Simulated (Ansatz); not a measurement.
# C5H5F (SMILES FC1=CCC=C1) at 6 levels

We compute a comparison of 6 runs (HF/def2-SVP, B3LYP/6-31G*, PBE0/def2-SVP, MP2/6-311G**, CCSD/6-31+G*) of C5H5F. 

The results are computed with Ansatz 0.2.0.

2 further runs of the same task are left out: 1 that didn't finish, 1 set aside as unsound or not needed.

## (1) The molecule

C5H5F: 11 atoms, total charge 0, spin state singlet. SMILES: `FC1=CCC=C1`. Geometry: relaxed at PBE0-D4/def2-TZVP.

Bond lengths: F1–C2 1.330 Å, C2–C3 1.337 Å, C3–C4 1.492 Å, C4–C5 1.495 Å, C2–C6 1.454 Å, C5–C6 1.340 Å, C3–H7 1.079 Å, C4–H8 1.098 Å, C4–H9 1.098 Å, C5–H10 1.081 Å, C6–H11 1.081 Å. Some angles: F1–C2–C3 126.7°, F1–C2–C6 121.3°, C3–C2–C6 112.0°, C2–C3–C4 106.9°, C3–C4–C5 104.2°, C4–C5–C6 109.4°, C2–C6–C5 107.5°, C2–C3–H7 127.2°, C4–C3–H7 125.9°, C3–C4–H8 112.2°.

## (2) Energy and gradient at HF/def2-SVP (run 1)

Contents of run.yaml:

```yaml
basis:
  gaussian:
    orbitals: def2-SVP
crystal:
  periodic: [false, false, false]
  atoms:
    - symbol: F
      position_ang: [0.004400, -2.240900, -1.280900]
    - symbol: C
      position_ang: [0.012800, -1.096700, -0.603000]
    - symbol: C
      position_ang: [0.421200, -0.918500, 0.657800]
    - symbol: C
      position_ang: [0.240000, 0.529200, 0.971300]
    - symbol: C
      position_ang: [-0.320800, 1.109600, -0.287700]
    - symbol: C
      position_ang: [-0.449600, 0.142400, -1.206100]
    - symbol: H
      position_ang: [0.809300, -1.667700, 1.330400]
    - symbol: H
      position_ang: [-0.439500, 0.687400, 1.818700]
    - symbol: H
      position_ang: [1.185200, 1.014900, 1.246200]
    - symbol: H
      position_ang: [-0.574100, 2.153400, -0.409500]
    - symbol: H
      position_ang: [-0.823500, 0.229800, -2.216900]
hamiltonian:
  xc: hf
accuracy: high
output: {forces: true, orbitals: {seedname: orbitals}}
```

Started as:

```
$ ansatz run run.yaml --threads 1 --pin off --max-ram 2610MiB --events-out events.jsonl --progress --plain --runs-dir runs
```

The log of the run, shortened:

```text
Warning: RAYON_NUM_THREADS=1 ignored (pool sized by the plan → 1); use --threads N
Functional definition: HF
  name "HF"
[...]
2632 factors; integrals over basis functions are off by at most 3.6e-9 eV
[...]
mean field -7929.97682887 eV, -291.4212733295 hartree, gradient 8.4e-9 eV, S^2 0.000000; 0 other end points of the search recorded, 0 dependent functions left out
[...]
reference -7929.97682887 eV, -291.4212733295 hartree; 22, 22 occupied and 87, 87 virtual orbitals, 2632 factors
Total energy: -7929.97682887 eV, -291.4212733295 hartree
Atom 0 at     0.004400    -2.240900    -1.280900 Å, force    -0.010118     0.665978     0.351317 eV/Å
Atom 1 at     0.012800    -1.096700    -0.603000 Å, force     0.362359    -0.988766     0.466652 eV/Å
Atom 2 at     0.421200    -0.918500     0.657800 Å, force    -0.200985    -0.337245    -0.767371 eV/Å
Atom 3 at     0.240000     0.529200     0.971300 Å, force     0.122823     0.347026     0.549198 eV/Å
Atom 4 at    -0.320800     1.109600    -0.287700 Å, force    -0.130975    -0.269520    -0.527459 eV/Å
Atom 5 at    -0.449600     0.142400    -1.206100 Å, force    -0.122629     0.679752     0.039023 eV/Å
Atom 6 at     0.809300    -1.667700     1.330400 Å, force    -0.009908    -0.007757    -0.032179 eV/Å
Atom 7 at    -0.439500     0.687400     1.818700 Å, force     0.029535    -0.018589    -0.065463 eV/Å
Atom 8 at     1.185200     1.014900     1.246200 Å, force    -0.054974    -0.036088    -0.036651 eV/Å
Atom 9 at    -0.574100     2.153400    -0.409500 Å, force    -0.001682    -0.027382    -0.020182 eV/Å
Atom 10 at    -0.823500     0.229800    -2.216900 Å, force     0.016555    -0.007408     0.043115 eV/Å
Dipole moment:    -0.006237     0.402271     0.212268 e Å
```

Run time: 11 s. Hardware: 1 thread of AMD EPYC 7R43 (Zen 3), shared host; peak memory 0.38 GiB.

## (3) Energy and forces at B3LYP/6-31G(d) (spherical functions) (run 2)

Contents of input.yaml:

```yaml
basis:
  gaussian: {orbitals: 6-31G_st_-spherical.json}
crystal:
  periodic: [false, false, false]
  atoms:
    - {symbol: F, position_ang: [0.004400, -2.240900, -1.280900]}
    - {symbol: C, position_ang: [0.012800, -1.096700, -0.603000]}
    - {symbol: C, position_ang: [0.421200, -0.918500, 0.657800]}
    - {symbol: C, position_ang: [0.240000, 0.529200, 0.971300]}
    - {symbol: C, position_ang: [-0.320800, 1.109600, -0.287700]}
    - {symbol: C, position_ang: [-0.449600, 0.142400, -1.206100]}
    - {symbol: H, position_ang: [0.809300, -1.667700, 1.330400]}
    - {symbol: H, position_ang: [-0.439500, 0.687400, 1.818700]}
    - {symbol: H, position_ang: [1.185200, 1.014900, 1.246200]}
    - {symbol: H, position_ang: [-0.574100, 2.153400, -0.409500]}
    - {symbol: H, position_ang: [-0.823500, 0.229800, -2.216900]}
hamiltonian: {xc: {name: B3LYP}}
accuracy: high
output: {forces: true, orbitals: {seedname: orbitals}}
```

The basis set 6-31G* is read from a file made from the Basis Set Exchange's data (not shown).

Started as:

```
$ ansatz run input.yaml --threads 1 --pin off --max-ram 2610MiB --events-out events.jsonl --progress --plain --runs-dir runs
```

The log of the run, shortened:

```text
Warning: RAYON_NUM_THREADS=1 ignored (pool sized by the plan → 1); use --threads N
Functional definition: B3LYP
  name "B3LYP"
[...]
2320 factors; integrals over basis functions are off by at most 3.3e-9 eV
[...]
mean field -7981.86619494 eV, -293.3281723610 hartree, gradient 8.9e-8 eV, S^2 0.000000; 0 other end points of the search recorded, 0 dependent functions left out
[...]
reference -7981.86622891 eV, -293.3281736094 hartree; 22, 22 occupied and 72, 72 virtual orbitals, 2320 factors
Total energy: -7981.86622891 eV, -293.3281736094 hartree
Atom 0 at     0.004400    -2.240900    -1.280900 Å, force    -0.006737    -0.497368    -0.304021 eV/Å
Atom 1 at     0.012800    -1.096700    -0.603000 Å, force    -0.021348    -0.015578    -0.066472 eV/Å
Atom 2 at     0.421200    -0.918500     0.657800 Å, force     0.153090    -0.249968     0.288059 eV/Å
Atom 3 at     0.240000     0.529200     0.971300 Å, force     0.088081     0.184770     0.357210 eV/Å
Atom 4 at    -0.320800     1.109600    -0.287700 Å, force    -0.111047     0.443879    -0.062820 eV/Å
Atom 5 at    -0.449600     0.142400    -1.206100 Å, force    -0.123328     0.011336    -0.344822 eV/Å
Atom 6 at     0.809300    -1.667700     1.330400 Å, force     0.033752    -0.056978     0.063391 eV/Å
Atom 7 at    -0.439500     0.687400     1.818700 Å, force    -0.051421     0.030539     0.106765 eV/Å
Atom 8 at     1.185200     1.014900     1.246200 Å, force     0.090273     0.058675     0.055935 eV/Å
Atom 9 at    -0.574100     2.153400    -0.409500 Å, force    -0.021310     0.105969     0.000320 eV/Å
Atom 10 at    -0.823500     0.229800    -2.216900 Å, force    -0.030005    -0.015275    -0.093546 eV/Å
Dipole moment:    -0.001122     0.305579     0.171514 e Å
```

Wall time 23 s (1 thread of AMD EPYC 7R43 (Zen 3), shared host); peak memory 0.36 GiB.

Runs 3 to 4 aren't shown in full; the table further down has their settings and results.

## (4) Energy and gradient at MP2/6-311G(d,p) (run 5)

Contents of molecule.yaml:

```yaml
crystal:
  periodic: [false, false, false]
  atoms:
    - {symbol: F, position_ang: [0.004400, -2.240900, -1.280900]}
    - {symbol: C, position_ang: [0.012800, -1.096700, -0.603000]}
    - {symbol: C, position_ang: [0.421200, -0.918500, 0.657800]}
    - {symbol: C, position_ang: [0.240000, 0.529200, 0.971300]}
    - {symbol: C, position_ang: [-0.320800, 1.109600, -0.287700]}
    - {symbol: C, position_ang: [-0.449600, 0.142400, -1.206100]}
    - {symbol: H, position_ang: [0.809300, -1.667700, 1.330400]}
    - {symbol: H, position_ang: [-0.439500, 0.687400, 1.818700]}
    - {symbol: H, position_ang: [1.185200, 1.014900, 1.246200]}
    - {symbol: H, position_ang: [-0.574100, 2.153400, -0.409500]}
    - {symbol: H, position_ang: [-0.823500, 0.229800, -2.216900]}
basis:
  gaussian: {orbitals: 6-311G_st__st_.json}
magnetization: {spin_polarized: false}
correlation: {method: mp2, frozen_orbitals: {C: 1, F: 1, H: 0}}
accuracy: high
output: {forces: true, orbitals: {seedname: orbitals}}
```

The basis set 6-311G** is read from a file made from the Basis Set Exchange's data (not shown).

Started as:

```
$ ansatz run molecule.yaml --threads 1 --pin off --max-ram 2610MiB --events-out events.jsonl --progress --plain --runs-dir runs
```

The log of the run, shortened:

```text
Warning: RAYON_NUM_THREADS=1 ignored (pool sized by the plan → 1); use --threads N
[... 2 set-up lines as earlier in the session ...]
[...]
2813 factors; integrals over basis functions are off by at most 1.9e-8 eV
[...]
mean field -7937.93861799 eV, -291.7138636832 hartree, gradient 3.3e-8 eV, S^2 0.000000; 0 other end points of the search recorded, 0 dependent functions left out; unrestricted orbitals would lower it
[...]
6 core orbitals not correlated: weight in the atoms' cores, before any rotation towards them, 1.000 or more for the frozen orbitals, at most 0.000 for the correlated occupied ones
reference -7937.93861799 eV, -291.7138636832 hartree; 16, 16 occupied and 116, 116 virtual orbitals, 2813 factors
second order -24.29076719 eV of doubles, -0.00000000 eV of singles
[...]
Total energy: -7962.22938519 eV, -292.6065329127 hartree
Atom 0 at     0.004400    -2.240900    -1.280900 Å, force    -0.011103    -0.355399    -0.235234 eV/Å
Atom 1 at     0.012800    -1.096700    -0.603000 Å, force    -0.109038    -0.138333    -0.385656 eV/Å
Atom 2 at     0.421200    -0.918500     0.657800 Å, force     0.247214    -0.101476     0.640218 eV/Å
Atom 3 at     0.240000     0.529200     0.971300 Å, force     0.097544     0.187434     0.385436 eV/Å
Atom 4 at    -0.320800     1.109600    -0.287700 Å, force    -0.044041     0.696065     0.271466 eV/Å
Atom 5 at    -0.449600     0.142400    -1.206100 Å, force    -0.148191    -0.292189    -0.588782 eV/Å
Atom 6 at     0.809300    -1.667700     1.330400 Å, force     0.024956    -0.064289     0.034245 eV/Å
Atom 7 at    -0.439500     0.687400     1.818700 Å, force    -0.065824    -0.022709     0.002041 eV/Å
Atom 8 at     1.185200     1.014900     1.246200 Å, force     0.055634     0.001342    -0.041659 eV/Å
Atom 9 at    -0.574100     2.153400    -0.409500 Å, force    -0.022514     0.087120    -0.013868 eV/Å
Atom 10 at    -0.823500     0.229800    -2.216900 Å, force    -0.024637     0.002435    -0.068207 eV/Å
Dipole moment:    -0.002808     0.324847     0.177748 e Å
```

It took 34 s on 1 thread of AMD EPYC 7R43 (Zen 3), shared host; peak memory 0.64 GiB.

## (5) Energy and gradient at CCSD/6-31+G(d) (spherical functions) (run 6)

Contents of in.yaml:

```yaml
crystal:
  periodic: [false, false, false]
  atoms:
    - {symbol: F, position_ang: [0.004400, -2.240900, -1.280900]}
    - {symbol: C, position_ang: [0.012800, -1.096700, -0.603000]}
    - {symbol: C, position_ang: [0.421200, -0.918500, 0.657800]}
    - {symbol: C, position_ang: [0.240000, 0.529200, 0.971300]}
    - {symbol: C, position_ang: [-0.320800, 1.109600, -0.287700]}
    - {symbol: C, position_ang: [-0.449600, 0.142400, -1.206100]}
    - {symbol: H, position_ang: [0.809300, -1.667700, 1.330400]}
    - {symbol: H, position_ang: [-0.439500, 0.687400, 1.818700]}
    - {symbol: H, position_ang: [1.185200, 1.014900, 1.246200]}
    - {symbol: H, position_ang: [-0.574100, 2.153400, -0.409500]}
    - {symbol: H, position_ang: [-0.823500, 0.229800, -2.216900]}
basis:
  gaussian: {orbitals: 6-31+G_st_-spherical.json}
output: {forces: true, orbitals: {seedname: orbitals}}
accuracy: high
correlation: {method: ccsd, frozen_orbitals: {C: 1, F: 1, H: 0}}
scf: {omitted_lower_state_checks: [cluster_reference, increment]}
```

The basis set 6-31+G* is read from a file made from the Basis Set Exchange's data (not shown).

Started as:

```
$ ansatz run in.yaml --threads 1 --pin off --max-ram 2610MiB --events-out events.jsonl --progress --plain --runs-dir runs
```

The log of the run:

```text
Warning: RAYON_NUM_THREADS=1 ignored (pool sized by the plan → 1); use --threads N
[... 12 lines left out ...]
6 core orbitals not correlated: weight in the atoms' cores, before any rotation towards them, 1.000 or more for the frozen orbitals, at most 0.000 for the correlated occupied ones
[... 25 lines left out ...]
Total energy: -7959.08537217 eV, -292.4909925653 hartree
[... 11 lines left out ...]
Dipole moment:     0.002327     0.379148     0.223363 e Å
Checks for a lower state left out: cluster_reference, increment
```

Run time: 4.2 min. Hardware: 1 thread of AMD EPYC 7R43 (Zen 3), shared host; peak memory 1.9 GiB.

## (6) The series

```tsv
run	level	Cartesian functions	frozen core orbitals	energy (Eh)	dipole moment (D)	HOMO energy (eV)	LUMO energy (eV)	wall time
1	HF/def2-SVP	no	–	-291.421273	2.18	-8.77	3.23	11 s
2	B3LYP/6-31G* (spherical functions)	no	–	-293.328174	1.68	-5.91	-0.39	23 s
3	B3LYP/6-31G* (Cartesian functions)	yes	–	-293.332758	1.69	-5.92	-0.39	21 s
4	PBE0/def2-SVP	no	–	-292.797389	1.87	-6.47	-0.53	20 s
5	MP2/6-311G**	no	6	-292.606533	1.78	-8.69	3.28	34 s
6	CCSD/6-31+G* (spherical functions)	no	6	-292.490993	2.11	-8.72	2.17	4.2 min
```

## (7) Outcome

```
                                          quantity          value
                               run 6: total energy  -292.49099 Eh
         run 6: dipole moment (correlated density)         2.11 D
        run 6: HOMO energy (Hartree–Fock orbitals)       -8.72 eV
        run 6: LUMO energy (Hartree–Fock orbitals)        2.17 eV
      run 6: HOMO–LUMO gap (Hartree–Fock orbitals)       10.89 eV
run 6: correlation energy (6 core orbitals frozen)     -840.5 mEh
                              run 6: T1 diagnostic          0.013
                   run 6: largest force on an atom     1.176 eV/Å
```

The dipole moment (its size) runs from 1.68 D (B3LYP/6-31G*) to 2.18 D (HF/def2-SVP). The two ends differ in method and basis. Over runs 1, 2, 3, 4 the HOMO–LUMO gap runs from 5.53 eV (B3LYP/6-31G*) to 12.00 eV (HF/def2-SVP). Totals of different functionals can't be ranked against each other. In runs 5, 6 the log says that unrestricted orbitals would lower the reference, so the values rest on an unstable closed-shell determinant (other closed-shell runs at this shape may share the fault). All runs together took 6 min, the longest 4.2 min.
